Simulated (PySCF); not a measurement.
Species: C4H7O (doublet state).
SMILES with atom numbers: `[CH2:1]/[CH:2]=[CH:3]\[CH2:4][OH:5]` (hydrogens: H6, H7 on C1; H8 on C2; H9 on C3; H10, H11 on C4; H12 on O5)

Cartesian coordinates in Å at the GFN2-xTB level; atoms count from 1:
```xyz
12
C4H7O angstrom
C      1.788   -0.633    0.485
C      1.227    0.499   -0.038
C     -0.122    0.715   -0.244
C     -1.194   -0.269    0.075
O     -2.486    0.170   -0.271
H      2.852   -0.716    0.612
H      1.191   -1.474    0.787
H      1.894    1.305   -0.320
H     -0.450    1.658   -0.655
H     -1.234   -0.460    1.155
H     -0.977   -1.234   -0.416
H     -2.485    0.439   -1.196
```

The hyperfine couplings belong to this conformer and change with its torsions.

Computed with PySCF, UKS B3LYP, pcH-1 on C H O, non-relativistic, mean-field spin-orbit, GIAO. The structure is a single GFN2-xTB conformer in the gas phase; no vibrational or solvent corrections. A GFN2-xTB geometry isn't a minimum of the functional, and hyperfine couplings can be far from their values at a DFT geometry. Stability of the SCF solution: not tested. ⟨S²⟩ is 0.776 where a pure state has 0.75.

Task: What is the g tensor, term by term?

Result: 
```csv
Δg (ppm),1,2,3
relativistic mass correction,-135,-135,-135
gauge correction,0,32,26
orbital Zeeman/spin–orbit,-9,483,652
total,-144,380,544
```

So g = 2.00218, 2.00270, 2.00286 and g_iso = 2.00258; the tensor is rhombic: the two nearest values differ by 24 % of g3 − g1. Axes: g2 points within 12° of the C1–H7 bond and g3 points within 12° of the C2–C3 bond.

Task: At 9.369 GHz, how far is the centre of the isotropic spectrum from where a free electron (g = 2.002319) resonates?

Result: B = hν/(g μB) with μB/h = 13.99624 MHz/mT gives 334.31 mT for the free electron and 334.27 mT at g_iso, 0.04 mT lower.

Task: What are the electron Larmor frequencies g μB B/h along the three axes at 340 mT?

Result: 9.5278, 9.5303, 9.5311 GHz for g1, g2 and g3, a range of 3.3 MHz.

Task: What effective moment and Curie constant follow for a powder?

Result: With the mean of g² = 4.0103 and S(S+1) = 0.75: μ_eff = √(⟨g²⟩S(S+1)) = 1.734 μB and χT = 0.12505·⟨g²⟩·S(S+1) = 0.376 cm³ K/mol (cgs; spin-Hamiltonian part alone).

Task: In a frozen sample, at which fields do the three g values resonate at 9.5, 34, 94 and 263 GHz (hyperfine left aside), and which band first spreads them over more than twice a line width of 0.3 mT?

Result: 
```csv
band,GHz,B(g3) mT,B(g2) mT,B(g1) mT,spread mT
X,9.5,338.89,338.92,339.01,0.12
Q,34.0,1212.88,1212.97,1213.29,0.42
W,94.0,3353.24,3353.52,3354.39,1.15
J,263.0,9381.95,9382.71,9385.17,3.22
```

The spread grows in proportion to the frequency. W band is the first where it exceeds 0.6 mT.

The largest Mulliken spin populations are on C3 (+0.68), C1 (+0.65) and C2 (-0.26). The positive populations add up to 1.41 and the negative ones to -0.41, together 2S = 1. The angles at C3 add up to 360.0°, so it is planar; its axial dipolar tensor and the negative coupling of its proton fit spin in a p orbital normal to that plane.

The HOMO–LUMO gaps are 6.28 eV among the α and 5.09 eV among the β orbitals.

On one thread of an Arm Neoverse V1, on a shared host, this took 21 s wall (with the writing of density and orbital grids) and 0.68 GiB of memory at its peak.
